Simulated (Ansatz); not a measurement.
# H2MgNS−: single points off equilibrium

One table from this session's results is given with a row withheld; the runs are named, their logs left out.

The runs use Ansatz 0.2.0, Gaussian basis; single points in def2-TZVPPD.

Correlated methods freeze the cores. The outer core shell of Li, Na, Mg and K is correlated.

### The starting structure

SMILES `[NH2][Mg][S-]`, 5 atoms, charge -1, spin multiplicity 1.

Atoms are counted from 1 here; the program's logs count them from 0.

Bond lengths: N1–Mg2 1.926 Å, N1–H4 1.012 Å, N1–H5 0.994 Å, Mg2–S3 2.177 Å. Angles: Mg2–N1–H4 119.9°, Mg2–N1–H5 120.9°, H4–N1–H5 104.6°, N1–Mg2–S3 166.5°.

Geometry (Å):

```xyz
5
charge -1, multiplicity 1
N    -0.86110    0.49880   -0.21930
Mg    0.51660   -0.60470    0.55210
S     2.35350   -1.67000    1.03390
H    -0.74410    1.50330   -0.25040
H    -1.27080    0.26680   -1.09450
```

The first run:

Contents of run/in.yaml:

```yaml
crystal:
  periodic: [false, false, false]
  atoms:
    - {symbol: N, position_ang: [-0.861100, 0.498800, -0.219300]}
    - {symbol: Mg, position_ang: [0.516600, -0.604700, 0.552100]}
    - {symbol: S, position_ang: [2.353500, -1.670000, 1.033900]}
    - {symbol: H, position_ang: [-0.744100, 1.503300, -0.250400]}
    - {symbol: H, position_ang: [-1.270800, 0.266800, -1.094500]}
basis:
  gaussian: {orbitals: "def2-TZVPPD.json"}
total_charge: -1
correlation: {method: ccsd_t}
output: {forces: true}
```

The basis file named in the input lies beside it (Basis Set Exchange, JSON).

The command line of these runs was not kept.

Steps of the session up to this table: CCSD(T)/def2-TZVPPD; PBE0-D4/def2-TZVPPD; wB97M-V/def2-TZVPPD; r2SCAN-D4/def2-TZVPPD; PBE-D4/def2-TZVPPD; LC-wPBE/def2-TZVPPD; wB97X-V/def2-TZVPPD.

One table of the session follows, with a row left open; its other results are not shown here.

| method | RMS force component (eV/Å) | angle to CCSD(T) forces (°) |
| --- | --- | --- |
| CCSD(T) | 0.353 | reference |
| PBE0-D4 | 0.318 | 11.2 |
| wB97M-V | ? | ? |
| r2SCAN-D4 | 0.334 | 6.5 |
| PBE-D4 | 0.443 | 13.2 |
| LC-wPBE | 0.304 | 27.9 |
| wB97X-V | 0.329 | 17.5 |

Estimate the missing values for wB97M-V.

**Answer.** RMS force component (eV/Å): 0.313; angle to CCSD(T) forces (°): 14.5. In the column «RMS force component (eV/Å)» it lies between LC-wPBE (0.304) and PBE0-D4 (0.318).
